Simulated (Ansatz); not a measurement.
One 108-atom cell of fcc Cu (2×2×2 k mesh) in Ansatz (an electronic-structure program) on different hardware, wall time of one geometry. The machine ran nothing else. Each time is one whole self-consistent calculation from the program's own starting density, with atoms slightly displaced so that no symmetry helps. Each time rests on 1 run. Runs that were refused, crashed, met a hardware fault or gave a value with a known fault, GW or RPA on cards, and runs at one k point on several cards are not listed.

```json
[
 {"level": "PBE", "72 threads on Grace (Neoverse V2), one socket": "44.2 s", "94 threads on AMD EPYC 9R45": "23.1 s"},
 {"level": "r²SCAN", "72 threads on Grace (Neoverse V2), one socket": "74.0 s", "94 threads on AMD EPYC 9R45": "42.3 s"}
]
```

Cutoffs: PBE 420 eV, r²SCAN 500 eV.

SCF iterations: PBE 8/8, r²SCAN 12/12. Levels and machines are shown where every run ended and took over 10 s.

Small jobs can leave large machines partly idle; times within a tenth of each other aren't ordered.
